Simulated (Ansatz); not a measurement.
The input, for Ansatz 0.2.0:

```yaml
crystal:
  periodic: [false, false, false]
  atoms:
    - {symbol: Al, position_ang: [0.001618, 0.031797, 1.760208]}
    - {symbol: As, position_ang: [0.000785, -0.032566, -0.690561]}
    - {symbol: H, position_ang: [0.048749, 1.438295, 2.518799]}
    - {symbol: H, position_ang: [-0.054028, -1.376116, 2.505367]}
    - {symbol: H, position_ang: [-0.096412, 1.507338, -0.812769]}
basis:
  gaussian: {orbitals: cc-pVDZ}
magnetization: {spin_polarized: false, initial_magnetization: 1}
correlation: {active_space: {window: {electrons: 7, orbitals: 6}}}
```

```sh
$ ansatz run in.yaml --threads 1 --pin off --events-out ev --progress --plain --max-ram 2393MiB
```

Log:

```
639 factors; integrals over basis functions are off by at most 1.2e-3 eV
mean field evaluation 1: about -67424.1921 eV, gradient 9.5e0 eV
mean field evaluation 2: about -67424.2043 eV, gradient 9.5e0 eV
mean field evaluation 4: about -67424.8075 eV, gradient 5.5e-1 eV
mean field evaluation 8: about -67424.8097 eV, gradient 1.2e-4 eV
mean field evaluation 16: about -67424.6762 eV, gradient 2.0e0 eV
mean field -67424.80973030 eV, -2477.8160554110 hartree, gradient 3.0e-6 eV, S^2 0.750000; 2 other end points of the search recorded, 0 dependent functions left out
reference -67424.80973030 eV, -2477.8160554110 hartree; 25, 24 occupied and 35, 36 virtual orbitals, 639 factors
state -67425.68028301 eV, -2477.8480476331 hartree
Total energy: -67425.68028301 eV, -2477.8480476331 hartree
```

Ran on 1 thread of Intel Xeon, shared host: 21 s wall, 0.15 GiB peak host memory.
